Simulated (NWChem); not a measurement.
System: ammonia (NH3); SMILES N

Excerpt of the output:

```
             Northwest Computational Chemistry Package (NWChem) 7.3.0
             --------------------------------------------------------

 C3V symmetry detected

                             Geometry "geometry" -> ""
                             -------------------------

 Output coordinates in angstroms (scale by  1.889725989 to convert to a.u.)

  No.       Tag          Charge          X              Y              Z
 ---- ---------------- ---------- -------------- -------------- --------------
    1 N                    7.0000    -0.00000000    -0.00000000     0.12157080
    2 H                    1.0000     0.66176081     0.66176081    -0.28366520
    3 H                    1.0000     0.24222127    -0.90398207    -0.28366520
    4 H                    1.0000    -0.90398207     0.24222127    -0.28366520

 Effective nuclear repulsion energy (a.u.)      11.8759166753

      Symmetry information
      --------------------

 Group name             C3v
 Group number             17
 Group order               6
 No. of unique centers     2

                                Z-matrix (autoz)
                                --------

 Units are Angstrom for bonds and degrees for angles

      Type          Name      I     J     K     L     M      Value
      ----------- --------  ----- ----- ----- ----- ----- ----------
    1 Stretch                  1     2                       1.01984
    2 Stretch                  1     3                       1.01984
    3 Stretch                  1     4                       1.01984
    4 Bend                     2     1     3               105.25800
    5 Bend                     2     1     4               105.25800
    6 Bend                     3     1     4               105.25800
    7 Torsion                  2     1     3     4        -110.92573
    8 Torsion                  2     1     4     3         110.92573
    9 Torsion                  3     1     2     4         110.92573
   10 Torsion                  2     4     1     3        -110.92573
   11 Torsion                  3     2     1     4        -110.92573
   12 Torsion                  2     3     1     4         110.92573

  xc_inp: hfexch multiplicative factor not found.

                           NWChem Geometry Optimization
                           ----------------------------

 maximum gradient threshold         (gmax) =   0.000450
 rms gradient threshold             (grms) =   0.000300
 maximum cartesian step threshold   (xmax) =   0.001800
 rms cartesian step threshold       (xrms) =   0.001200
 fixed trust radius                (trust) =   0.300000
 source of zmatrix                         =   autoz

          -------------------
          Energy Minimization
          -------------------

 Using diagonal initial Hessian
 Scaling for Hessian diagonals: bonds = 1.00  angles = 0.25  torsions = 0.10

          --------
          Step   0

                                 NWChem DFT Module
                                 -----------------

 Summary of "ao basis" -> "ao basis" (spherical)
 ------------------------------------------------------------------------------
       Tag                 Description            Shells   Functions and Types
 ---------------- ------------------------------  ------  ---------------------
 N                           sto-3g                  3        5   2s1p
 H                           sto-3g                  1        1   1s

      Symmetry analysis of basis
      --------------------------

        a1          4
        a2          0
        e           4

  Rotation of axis

            General Information
            -------------------
          SCF calculation type: DFT
          Wavefunction type:  closed shell.
          No. of atoms     :     4
          No. of electrons :    10
           Alpha electrons :     5
            Beta electrons :     5
          Charge           :     0
          Spin multiplicity:     1
          Use of symmetry is: on ; symmetry adaption is: on
          Maximum number of iterations: 150
          AO basis - number of functions:     8
                     number of shells:     6
          Convergence on energy requested:  1.00D-06
          Convergence on density requested:  1.00D-05
          Convergence on gradient requested:  5.00D-04

              XC Information
              --------------
                     Hartree-Fock (Exact) Exchange  1.000

      Superposition of Atomic Density Guess
      -------------------------------------

 Sum of atomic energies:         -55.01595943

      Non-variational initial energy
      ------------------------------

 Total energy =     -55.106653
 1-e energy   =     -98.331896
 2-e energy   =      31.349326
 HOMO         =      -0.212371
 LUMO         =       0.553336

      Symmetry analysis of molecular orbitals - initial
      -------------------------------------------------

[...]

      ----------------------
      Optimization converged
      ----------------------

  Step       Energy      Delta E   Gmax     Grms     Xrms     Xmax
  ---- ---------------- -------- -------- -------- -------- --------
@    4     -55.45541978 -3.0D-08  0.00000  0.00000  0.00016  0.00040
                                     ok       ok       ok       ok

                                Z-matrix (autoz)
                                --------

 Units are Angstrom for bonds and degrees for angles

      Type          Name      I     J     K     L     M      Value     Gradient
      ----------- --------  ----- ----- ----- ----- ----- ---------- ----------
    1 Stretch                  1     2                       1.03252   -0.00000
    2 Stretch                  1     3                       1.03252   -0.00000
    3 Stretch                  1     4                       1.03252   -0.00000
    4 Bend                     2     1     3               104.16445    0.00000
    5 Bend                     2     1     4               104.16445    0.00000
    6 Bend                     3     1     4               104.16445    0.00000
    7 Torsion                  2     1     3     4        -108.90424   -0.00000
    8 Torsion                  2     1     4     3         108.90424    0.00000
    9 Torsion                  3     1     2     4         108.90424    0.00000
   10 Torsion                  2     4     1     3        -108.90424   -0.00000
   11 Torsion                  3     2     1     4        -108.90424   -0.00000
   12 Torsion                  2     3     1     4         108.90424    0.00000

                         Geometry "geometry" -> "geometry"
                         ---------------------------------

 Output coordinates in angstroms (scale by  1.889725989 to convert to a.u.)

  No.       Tag          Charge          X              Y              Z
 ---- ---------------- ---------- -------------- -------------- --------------
    1 N                    7.0000    -0.00000000     0.00000000     0.13711770
    2 H                    1.0000     0.66507716     0.66507716    -0.28884750
    3 H                    1.0000     0.24343514    -0.90851230    -0.28884750
    4 H                    1.0000    -0.90851230     0.24343514    -0.28884750

 Effective nuclear repulsion energy (a.u.)      11.7371821994

      Symmetry information
      --------------------

 Group name             C3v
 Group number             17
 Group order               6
 No. of unique centers     2

                Final and change from initial internal coordinates
                --------------------------------------------------

                                Z-matrix (autoz)
                                --------

 Units are Angstrom for bonds and degrees for angles

[...]

 Rotational Constants
 --------------------
 A=   9.425393 cm-1  ( 13.560735 K)
 B=   9.425393 cm-1  ( 13.560735 K)
 C=   6.302598 cm-1  (  9.067831 K)

 Temperature                      =   298.15K
 frequency scaling parameter      =   1.0000

 Zero-Point correction to Energy  =   25.168 kcal/mol  (  0.040108 au)
 Thermal correction to Energy     =   26.950 kcal/mol  (  0.042948 au)
 Thermal correction to Enthalpy   =   27.542 kcal/mol  (  0.043891 au)

 Total Entropy                    =   45.986 cal/mol-K
   - Translational                =   34.425 cal/mol-K (mol. weight =  17.0265)
   - Rotational                   =   11.542 cal/mol-K (symmetry #  =        3)
   - Vibrational                  =    0.019 cal/mol-K

 Cv (constant volume heat capacity) =    6.078 cal/mol-K
   - Translational                  =    2.979 cal/mol-K
   - Rotational                     =    2.979 cal/mol-K
   - Vibrational                    =    0.119 cal/mol-K

[normal modes left out]

 ----------------------------------------------------------------------------
 Normal Eigenvalue ||           Projected Infra Red Intensities
  Mode   [cm**-1]  || [atomic units] [(debye/angs)**2] [(KM/mol)] [arbitrary]
 ------ ---------- || -------------- ----------------- ---------- -----------
    1       -0.000 ||    0.079708           1.839        77.703      34.730
    2       -0.000 ||    0.000371           0.009         0.362       0.162
    3       -0.000 ||    0.000136           0.003         0.133       0.059
    4        0.000 ||    0.006052           0.140         5.900       2.637
    5        0.000 ||    0.084167           1.942        82.050      36.673
    6        0.000 ||    0.000107           0.002         0.104       0.047
    7     1411.638 ||    0.082959           1.914        80.872      36.146
    8     2076.304 ||    0.001709           0.039         1.666       0.745
    9     2076.304 ||    0.001709           0.039         1.666       0.745
   10     3833.273 ||    0.008175           0.189         7.969       3.562
   11     4108.231 ||    0.005159           0.119         5.029       2.248
   12     4108.231 ||    0.005159           0.119         5.029       2.248
 ----------------------------------------------------------------------------
```

Level: Hartree-Fock/STO-3G. 

### Question
Which NWChem input produces such a log?

### Answer
Several could match; the one computed here: the input that was run:
```
start job
memory heap 200 mb stack 900 mb global 1100 mb
geometry units angstroms
  N      0.000000     0.000000     0.138852
  H      0.661761     0.661761    -0.266384
  H      0.242221    -0.903982    -0.266384
  H     -0.903982     0.242221    -0.266384
end
basis spherical
  * library sto-3g
end
dft
  xc hfexch
  iterations 150
end
driver
  maxiter 120
end
task dft optimize
task dft freq
```
